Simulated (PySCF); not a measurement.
Species: PH₃.
SMILES with atom numbers: `[PH3:1]` (hydrogens: H2, H3, H4 on P1)

Method: PySCF, PBE0-D3(BJ)/def2-SVP geometry optimisation, gas phase; density fitting, grid level 1; the optimiser is geomeTRIC in internal coordinates, started from a GFN2-xTB structure with every atom displaced at random (about 0.01 Å).

Step 0: E = -9330.5998 eV
```
atom  x, y, z in Å  |  force x, y, z in eV/Å
P1      0.0189   -0.0221    0.5746   -0.637   0.886   1.660
H2     -0.5643    1.0041   -0.2078   -0.166   0.276  -0.047
H3      1.1381   -0.0186   -0.1982    1.513   0.009  -0.852
H4     -0.5547   -0.9887   -0.2016   -0.709  -1.171  -0.762
```

**Question.** Estimate the geometry and energy of step 1. (The exact step hangs on the optimiser's Hessian estimate; all steps are aligned on step 0, rigid shifts and turns removed.)

**Answer.** E = -9330.7024 eV, largest force 0.575 eV/Å
```
atom  x, y, z in Å  |  force x, y, z in eV/Å
P1      0.0067   -0.0047    0.5890    0.137  -0.154  -0.537
H2     -0.5855    1.0364   -0.2031    0.052  -0.091   0.091
H3      1.2174   -0.0108   -0.2085   -0.332   0.002   0.238
H4     -0.6006   -1.0463   -0.2105    0.143   0.243   0.208
```

The energy changes by -0.1026 eV. The first-order estimate −F·Δx gives -0.2948 eV and the mean of the old and new forces, exact on a quadratic surface, -0.1140 eV. The step makes an angle of 36° with the force vector and moves no atom by more than 0.080 Å.

What follows is the cost of the whole optimisation. The run took 0.95 s wall on an Arm Neoverse V2 with one thread, shared host, and the process peaked at 0.24 GiB of memory.
